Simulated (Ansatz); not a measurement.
in.yaml

```yaml
crystal:
  periodic: [false, false, false]
  atoms:
    - {symbol: C, position_ang: [0.000000, -0.132088, 0.000000]}
    - {symbol: H, position_ang: [0.000000, 0.786986, -1.126756]}
    - {symbol: H, position_ang: [0.000000, 0.786986, 1.126756]}
basis:
  gaussian: {orbitals: cc-pVDZ}
magnetization: {spin_polarized: false}
correlation: {method: bccd_t, electrons: outside_noble_gas}
scf: {lower_state_search: off}
output: {forces: true}
```

```sh
$ ansatz run in.yaml --threads 1 --pin off --events-out ev --progress --plain --max-ram 2393MiB
```

Log:

```
these checks for a lower state are left out or cut short: starts, cluster_reference, orbital_swaps, neighbouring_geometries, increment
221 factors; integrals over basis functions are off by at most 1.0e-3 eV
mean field evaluation 1: about -1055.3663 eV, gradient 8.9e0 eV
mean field evaluation 2: about -1055.3661 eV, gradient 8.9e0 eV
mean field evaluation 4: about -1055.7619 eV, gradient 1.1e0 eV
mean field evaluation 8: about -1055.7751 eV, gradient 7.1e-5 eV
mean field -1055.77513809 eV, -38.7990206946 hartree, gradient 1.4e-6 eV, S^2 0.000000; 0 other end points of the search recorded, 0 dependent functions left out; unrestricted orbitals would lower it
1 core orbitals not correlated: weight in the atoms' cores, before any rotation towards them, 1.000 or more for the frozen orbitals, at most 0.000 for the correlated occupied ones
reference -1055.77513809 eV, -38.7990206946 hartree; 3, 3 occupied and 20, 20 virtual orbitals, 221 factors
second order -3.32187360 eV of doubles, -0.00000000 eV of singles
cycle   1  -3.90918567 eV  change   -5.9e-1 eV  update   6.8e-2
cycle   2  -4.20528325 eV  change   -3.0e-1 eV  update   3.3e-2
cycle   3  -4.24970551 eV  change   -4.4e-2 eV  update   1.2e-2
cycle   4  -4.25429440 eV  change   -4.6e-3 eV  update   5.5e-3
cycle   5  -4.25507743 eV  change   -7.8e-4 eV  update   2.2e-3
cycle   6  -4.25479446 eV  change    2.8e-4 eV  update   8.3e-4
cycle   7  -4.25492427 eV  change   -1.3e-4 eV  update   3.5e-4
cycle   8  -4.25501014 eV  change   -8.6e-5 eV  update   1.5e-4
cycle   9  -4.25500385 eV  change    6.3e-6 eV  update   4.5e-5
cycle  10  -4.25502938 eV  change   -2.6e-5 eV  update   1.0e-5
cycle  11  -4.25502992 eV  change   -5.4e-7 eV  update   3.2e-6
cycle  12  -4.25502967 eV  change    2.5e-7 eV  update   9.4e-7
perturbative correction -0.12365408 eV, -0.0045442038 hartree
the calculation of the forces begins
Total energy: -1060.15382184 eV, -38.9599343547 hartree
Atom 0 at     0.000000    -0.132088     0.000000 Å, force    -0.000000     4.129924     0.000000 eV/Å
Atom 1 at     0.000000     0.786986    -1.126756 Å, force     0.000000    -2.064962     3.176532 eV/Å
Atom 2 at     0.000000     0.786986     1.126756 Å, force     0.000000    -2.064962    -3.176532 eV/Å
Dipole moment:     0.000000     0.194393     0.000000 e Å
Checks for a lower state left out: starts, cluster_reference, orbital_swaps, neighbouring_geometries, increment
```

Forces (eV/Å):
```
C    0.000  4.130  0.000
H    0.000 -2.065  3.177
H    0.000 -2.065 -3.177
```

Ran on 1 thread of Arm Neoverse V2, shared host: 0.24 s wall, 0.07 GiB peak host memory.
